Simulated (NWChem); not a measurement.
# the pair C3H6···HCl: a chain of runs

Wanted: a single-point energy (singlet C3H7Cl, wB97X-D3/pcseg-1), then the energy (singlet C3H6, wB97X-D3/pcseg-1), then the energy (singlet HCl, wB97X-D3/pcseg-1), then the energy (singlet C3H6, wB97X-D3/pcseg-1), then the energy (singlet HCl, wB97X-D3/pcseg-1) of C3H7Cl and its partners. 

The results are computed with NWChem 7.3.0.

## (1) Starting point

C3H7Cl: 11 atoms, total charge 0, spin state singlet. The two molecules were placed rigidly side by side, at 1 times their contact distance; the pair isn't optimised.

Bond lengths: C1–C2 1.497 Å, C1–C3 1.497 Å, C2–C3 1.497 Å, C1–H4 1.083 Å, C1–H5 1.083 Å, C2–H6 1.083 Å, C2–H7 1.083 Å, C3–H8 1.083 Å, C3–H9 1.083 Å, Cl10–H11 1.279 Å. Some angles: C1–C2–C3 60.0°, C2–C1–C3 60.0°, C1–C3–C2 60.0°, C1–C2–H6 118.0°, C1–C2–H7 118.0°, C3–C2–H6 118.0°, C3–C2–H7 118.0°, C2–C1–H4 118.0°, C2–C1–H5 118.0°, C3–C1–H4 118.0°.

## (2) A single-point energy at wB97X-D3/pcseg-1 (run 1)

File c3h7cl.nw:

```
start c3h7cl
memory total 2200 mb

geometry units angstrom noautosym nocenter noautoz
   C       -0.527730       0.024430      -0.684120
   C        0.722270       0.474730       0.005780
   C       -0.194530      -0.499170       0.678280
   H       -1.343230       0.731330      -0.771920
   H       -0.429630      -0.649270      -1.526120
   H        0.756270       1.487830       0.386780
   H        1.669970       0.107130      -0.367220
   H        0.130170      -1.528770       0.762180
   H       -0.783530      -0.148270       1.516380
   Cl      -0.683490      -3.982980       2.272750
   H       -0.264020      -4.149120       3.469300
end

basis spherical bse
   * library pcseg-1
end

dft
   xc wb97x-d3
   grid fine
   convergence energy 1e-08
   maxiter 100
   mulliken
   print low
end

task dft energy
```

Launch:

```console
$ nwchem c3h7cl.nw > c3h7cl.out
```

Log:

```text
[...]
 d= 0,ls=0.0,diis     1   -578.5837331459 -7.11D+02  4.94D-03  3.17D-01     4.5
[...]
 d= 0,ls=0.0,diis     8   -578.6252718235 -1.52D-09  5.99D-07  1.57D-09    36.2
         Total DFT energy =     -578.625271823491
      One electron energy =    -1056.276453619520
           Coulomb energy =      392.231933543729
    Exchange-Corr. energy =      -47.098127617366
 Nuclear repulsion energy =      132.518987617832
    Dispersion correction =       -0.001611748166
[...]
      Total Density - Mulliken Population Analysis
     ---------------------------------------------
    Atom       Charge   Shell Charges
 -----------   ------   -------------------------------------------------------
    1 C    6     6.24   1.99  0.71  0.46  2.17  0.85  0.04
    2 C    6     6.24   1.99  0.71  0.46  2.17  0.85  0.04
    3 C    6     6.24   1.99  0.71  0.47  2.17  0.85  0.04
    4 H    1     0.88   0.77  0.10  0.02
    5 H    1     0.88   0.77  0.10  0.02
    6 H    1     0.88   0.77  0.10  0.02
    7 H    1     0.88   0.77  0.10  0.02
    8 H    1     0.87   0.76  0.08  0.02
    9 H    1     0.88   0.77  0.10  0.02
   10 Cl  17    17.22   2.00  1.99  1.23  0.70  5.99  3.84  1.44  0.02
[...]
```

Wall time 37 s (1 thread of Intel Xeon Platinum 8488C (Sapphire Rapids), shared host); peak memory 0.12 GiB.

## (3) C3H6: a single-point energy at wB97X-D3/pcseg-1 (run 2)

File mol.nw:

```
start mol
memory total 2200 mb
geometry units bohr noautosym nocenter noautoz
 C  -0.99726517  0.04616601 -1.29279944
 C   1.36489249  0.89710968  0.01092262
 C  -0.36760842 -0.94329459  1.28176344
 H  -2.53833682  1.38201341 -1.45871739
 H  -0.81188303 -1.22694248 -2.88394883
 H   1.42914318  2.81159122  0.73090827
 H   3.15578594  0.20244636 -0.69394523
 H   0.24598565 -2.88895661  1.44031146
 H  -1.48065711 -0.28018969  2.86554290
end
basis spherical bse
 C library pcseg-1
 H library pcseg-1
end
dft
 xc wb97x-d3
 grid fine
 convergence energy 1e-08
 iterations 100
 mulliken
 noprint "final vectors analysis"
end
task dft energy
```

Launch:

```console
$ nwchem mol.nw > mol.out
```

Log:

```text
[...]
          Wavefunction type:  closed shell.
          No. of atoms     :     9
          No. of electrons :    24
[...]
          Charge           :     0
          Spin multiplicity:     1
[...]
          AO basis - number of functions:    72
[...]
              XC Information
              --------------
                    wb97x-d3  Method XC Functional
                     Hartree-Fock (Exact) Exchange  1.000
                      wb97x-d3 Exchange Functional  1.000
                   wb97x-d3 Correlation Functional  1.000
[...]
 d= 0,ls=0.0,diis     1   -117.8145772338 -1.94D+02  4.47D-03  1.88D-01     2.9
[...]
 d= 0,ls=0.0,diis     7   -117.8400113650 -2.21D-09  8.71D-07  1.52D-10    18.9
         Total DFT energy =     -117.840011364955
      One electron energy =     -307.340045725295
           Coulomb energy =      131.924161185895
    Exchange-Corr. energy =      -18.497220649150
 Nuclear repulsion energy =       76.073908978468
    Dispersion correction =       -0.000815154873
[...]
      Total Density - Mulliken Population Analysis
     ---------------------------------------------
    Atom       Charge   Shell Charges
 -----------   ------   -------------------------------------------------------
    1 C    6     6.24   1.99  0.71  0.47  2.17  0.85  0.04
    2 C    6     6.24   1.99  0.71  0.47  2.17  0.85  0.04
    3 C    6     6.24   1.99  0.71  0.47  2.17  0.85  0.04
    4 H    1     0.88   0.77  0.09  0.02
    5 H    1     0.88   0.77  0.09  0.02
    6 H    1     0.88   0.77  0.09  0.02
    7 H    1     0.88   0.77  0.09  0.02
    8 H    1     0.88   0.77  0.09  0.02
    9 H    1     0.88   0.77  0.09  0.02
[...]
```

It took 20 s on 1 thread of Intel Xeon Platinum 8488C (Sapphire Rapids), shared host; peak memory 0.12 GiB.

## (4) HCl: the energy at wB97X-D3/pcseg-1 (run 3)

File clh.nw:

```
start clh
title "ClH energy"
memory total 2200 mb
geometry units angstroms noautosym nocenter noautoz
Cl    -0.683490    -3.982980     2.272750
H     -0.264020    -4.149120     3.469300
end
basis spherical bse
* library pcseg-1
end
dft
xc wb97x-d3
grid fine
convergence energy 1e-08
maxiter 100
mulliken
noprint "final vectors analysis"
end
task dft energy
```

Launch:

```console
$ nwchem clh.nw > clh.out
```

Log:

```text
[...]
          Wavefunction type:  closed shell.
          No. of atoms     :     2
          No. of electrons :    18
[...]
          Charge           :     0
          Spin multiplicity:     1
[...]
          AO basis - number of functions:    23
[...]
              XC Information
              --------------
                    wb97x-d3  Method XC Functional
                     Hartree-Fock (Exact) Exchange  1.000
                      wb97x-d3 Exchange Functional  1.000
                   wb97x-d3 Correlation Functional  1.000
[...]
 d= 0,ls=0.0,diis     1   -460.7682458760 -4.68D+02  1.45D-02  1.28D-01     0.3
[...]
 d= 0,ls=0.0,diis     7   -460.7844668423 -7.91D-10  4.94D-07  2.31D-11     1.6
         Total DFT energy =     -460.784466842308
      One electron energy =     -650.032765343087
           Coulomb energy =      210.813235347945
    Exchange-Corr. energy =      -28.599752818741
 Nuclear repulsion energy =        7.034816341526
    Dispersion correction =       -0.000000369951
[...]
      Total Density - Mulliken Population Analysis
     ---------------------------------------------
    Atom       Charge   Shell Charges
 -----------   ------   -------------------------------------------------------
    1 Cl  17    17.22   2.00  1.99  1.23  0.70  5.99  3.84  1.44  0.02
    2 H    1     0.78   0.68  0.07  0.03
[...]
```

Wall time 2.1 s (1 thread of Intel Xeon Platinum 8488C (Sapphire Rapids), shared host); peak memory 0.11 GiB.

## (5) C3H6 among ghost functions: a single-point energy at wB97X-D3/pcseg-1 (with ghost functions) (run 4)

File struct.nw:

```
start struct
title "C3H6 wB97X-D3"
memory 2200 mb
geometry units au noautosym nocenter noautoz
 C   -0.99726517   0.04616601  -1.29279944
 C    1.36489249   0.89710968   0.01092262
 C   -0.36760842  -0.94329459   1.28176344
 H   -2.53833682   1.38201341  -1.45871739
 H   -0.81188303  -1.22694248  -2.88394883
 H    1.42914318   2.81159122   0.73090827
 H    3.15578594   0.20244636  -0.69394523
 H    0.24598565  -2.88895661   1.44031146
 H   -1.48065711  -0.28018969   2.86554290
 bqCl    -1.291609    -7.526741     4.294875
 bqH     -0.498925    -7.840700     6.556027
end
basis spherical bse
 C library pcseg-1
 H library pcseg-1
 bqCl library Cl pcseg-1
 bqH library H pcseg-1
end
dft
 xc wb97x-d3
 grid fine
 convergence energy 1e-08
 iterations 100
 mulliken
 print low
end
task dft
```

Launch:

```console
$ nwchem struct.nw > struct.out
```

Log:

```text
[...]
 d= 0,ls=0.0,diis     1   -117.8146444559 -1.94D+02  3.41D-03  1.88D-01     4.1
[...]
 d= 0,ls=0.0,diis     7   -117.8400874536 -2.23D-09  6.51D-07  1.70D-10    30.2
         Total DFT energy =     -117.840087453567
      One electron energy =     -307.340039984218
           Coulomb energy =      131.924018579882
    Exchange-Corr. energy =      -18.497159872825
 Nuclear repulsion energy =       76.073908978468
    Dispersion correction =       -0.000815154873
[...]
      Total Density - Mulliken Population Analysis
     ---------------------------------------------
    Atom       Charge   Shell Charges
 -----------   ------   -------------------------------------------------------
    1 C    6     6.24   1.99  0.71  0.47  2.17  0.85  0.04
    2 C    6     6.24   1.99  0.71  0.46  2.17  0.85  0.04
    3 C    6     6.25   1.99  0.71  0.47  2.17  0.86  0.04
    4 H    1     0.88   0.77  0.09  0.02
    5 H    1     0.88   0.77  0.10  0.02
    6 H    1     0.88   0.77  0.09  0.02
    7 H    1     0.88   0.77  0.10  0.02
    8 H    1     0.87   0.77  0.08  0.02
    9 H    1     0.88   0.77  0.10  0.02
   10 X    0     0.00   0.00  0.00 -0.00  0.00 -0.00 -0.00  0.00  0.00
[...]
```

Run time: 31 s. Hardware: 1 thread of Intel Xeon Platinum 8488C (Sapphire Rapids), shared host; peak memory 0.12 GiB.

## (6) HCl among ghost functions: a single-point energy at wB97X-D3/pcseg-1 (with ghost functions) (run 5)

File clh.nw:

```
start clh
title "ClH energy"
memory stack 880 mb heap 220 mb global 1100 mb

geometry units angstroms noautosym nocenter noautoz
Cl   -0.683490   -3.982980    2.272750
H    -0.264020   -4.149120    3.469300
bqC     -0.527730     0.024430    -0.684120
bqC      0.722270     0.474730     0.005780
bqC     -0.194530    -0.499170     0.678280
bqH     -1.343230     0.731330    -0.771920
bqH     -0.429630    -0.649270    -1.526120
bqH      0.756270     1.487830     0.386780
bqH      1.669970     0.107130    -0.367220
bqH      0.130170    -1.528770     0.762180
bqH     -0.783530    -0.148270     1.516380
end

basis spherical bse
Cl library pcseg-1
H library pcseg-1
bqC library C pcseg-1
bqH library H pcseg-1
end

dft
xc wb97x-d3
grid fine
convergence energy 1e-08
iterations 100
mulliken
print low
end

task dft energy
```

Launch:

```console
$ nwchem clh.nw > clh.out
```

Log:

```text
[...]
 d= 0,ls=0.0,diis     1   -460.7683922896 -4.68D+02  3.56D-03  1.29D-01     2.5
[...]
 d= 0,ls=0.0,diis     7   -460.7845908514 -1.06D-09  1.83D-07  3.59D-11    23.7
         Total DFT energy =     -460.784590851373
      One electron energy =     -650.031251387394
           Coulomb energy =      210.811402004280
    Exchange-Corr. energy =      -28.599557439834
 Nuclear repulsion energy =        7.034816341526
    Dispersion correction =       -0.000000369951
[...]
      Total Density - Mulliken Population Analysis
     ---------------------------------------------
    Atom       Charge   Shell Charges
 -----------   ------   -------------------------------------------------------
    1 Cl  17    17.22   2.00  1.99  1.23  0.70  5.99  3.84  1.44  0.02
    2 H    1     0.78   0.68  0.07  0.03
    3 X    0     0.00  -0.00 -0.00  0.00 -0.00  0.00 -0.00
    4 X    0    -0.00   0.00  0.00 -0.00 -0.00 -0.00 -0.00
    5 X    0     0.00  -0.00 -0.00  0.00  0.00  0.00  0.00
    6 X    0    -0.00  -0.00 -0.00 -0.00
    7 X    0     0.00  -0.00  0.00 -0.00
    8 X    0    -0.00   0.00 -0.00 -0.00
    9 X    0     0.00   0.00  0.00 -0.00
   10 X    0    -0.00  -0.00 -0.00 -0.00
[...]
```

Wall time 24 s (1 thread of Intel Xeon Platinum 8488C (Sapphire Rapids), shared host); peak memory 0.12 GiB.

## (7) What came out

```
                                                                                                               quantity          value
                                                                                  run 1, wB97X-D3/pcseg-1: total energy  -578.62527 Eh
                                                                             run 1, wB97X-D3/pcseg-1: dispersion energy   -4.23 kJ/mol
                                                                                                     C3H6: total energy  -117.84001 Eh
                                                                                                    C3H6: dipole moment         0.00 D
                                                                                                C3H6: dispersion energy   -2.14 kJ/mol
                                                                                                      HCl: total energy  -460.78447 Eh
                                                                                                     HCl: dipole moment         1.48 D
                                                                                                 HCl: dispersion energy    0.00 kJ/mol
                                                                               C3H6 among ghost functions: total energy  -117.84009 Eh
                                                                          C3H6 among ghost functions: dispersion energy   -2.14 kJ/mol
                                                                                HCl among ghost functions: total energy  -460.78459 Eh
                                                                           HCl among ghost functions: dispersion energy    0.00 kJ/mol
              interaction energy of the rigid parts C3H6 and HCl (parts in their own basis; closest atoms 2.99 Å apart)      -0.022 eV
interaction energy of the rigid parts C3H6 and HCl (parts in the whole basis, counterpoise; closest atoms 2.99 Å apart)      -0.016 eV
```

The interaction energy of the rigid parts C3H6 and HCl (parts in their own basis; closest atoms 2.99 Å apart) is −0.02 eV (−0.5 kcal/mol): the parts attract. Without counterpoise this holds the superposition error of the basis. The interaction energy of the rigid parts C3H6 and HCl (parts in the whole basis, counterpoise; closest atoms 2.99 Å apart) is −0.02 eV (−0.4 kcal/mol). The basis-set superposition error is 0.5 kJ/mol. Mulliken charges (C3H6) run from -0.24 on C1 to +0.12 on H4; they depend strongly on the basis.
